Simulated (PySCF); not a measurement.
## Vibration and rotation of MgSi⁺

UHF-CCSD(T) constants of MgSi⁺, ²Π (doublet), unpaired electrons π ↑ (Mg aug-cc-pVDZ, Si aug-cc-pV(D+d)Z; no relativity (PySCF 2.14); masses 23.9850 and 27.9769 u):

- ωe: 269.4 cm⁻¹
- ωexe: 1.47 cm⁻¹
- Be: 0.17291 cm⁻¹
- αe: 0.00139 cm⁻¹
- D (centrifugal): 2.85e-07 cm⁻¹
- De to Mg⁺ + Si: 1.65 eV

**Question.** Give the vibrational terms G(v) and spacings up to v = 6.

**Answer.** G(v) = ωe(v+½) − ωexe(v+½)².

```csv
v,G(v) (cm⁻¹),G(v) − G(v−1),Bv (cm⁻¹)
0,134.3,,0.1722
1,400.8,266.5,0.1708
2,664.3,263.5,0.1694
3,924.9,260.6,0.1680
4,1182.5,257.6,0.1667
5,1437.2,254.7,0.1653
6,1689.0,251.8,0.1639
```

**Question.** How well does the Morse estimate ωe²/(4ωexe) reproduce De, and what is D0?

**Answer.** It gives 1.53 eV, 93 % of the computed De. D0 = De − G(0) = 1.65 − 0.02 = 1.63 eV.

Correlated steps freeze 6 core orbitals. Correlated levels converge slowly with the basis: in double zeta they bind strong bonds too weakly, by up to about 1 eV, and carry superposition errors of some tenths. For an ion De counts to the pair picked by the measured ionisation energies or electron affinities, which need not be the lowest pair at this level. The state was picked by a PBE0 search and need not be the measured ground state.
